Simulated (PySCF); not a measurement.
**Orbital picture of SiH⁺**

M06-L at R = 1.521 Å; basis Si 6-311G(d,p), H 6-311G(d,p); no relativity; PySCF 2.14. State: ¹Σ⁺ (singlet), closed shell. Only the outer orbitals are listed, counted within each symmetry.

```csv
orbital,occ.,ε (eV),on Si (%),main shells (%)
4σ,2,-20.19,80,"77 Si s, 19 H s"
5σ,2,-14.44,68,"46 Si p, 32 H s, 20 Si s"
2π,0,-11.15,100,100 Si p
2π,0,-11.15,100,100 Si p
6σ,0,-5.54,57,"51 Si p, 43 H s"
```

Problem. Which are the highest filled and the lowest empty level, where do they sit, and how wide is the gap?

Solution. Highest filled 5σ at -14.44 eV (in %: 46 Si p, 32 H s, 20 Si s); lowest empty 2π at -11.15 eV (in %: 100 Si p); the gap at M06-L is 3.29 eV.

* bond order (Mayer): 0.92
* ⟨S²⟩: 0.000
* charge on Si (Mulliken, basis-dependent): 1.05
* charge on Si (Löwdin, basis-dependent): 1.12
* dipole moment (positive dipole points towards H; it is taken about the centre of mass and depends on that origin): 0.40 D
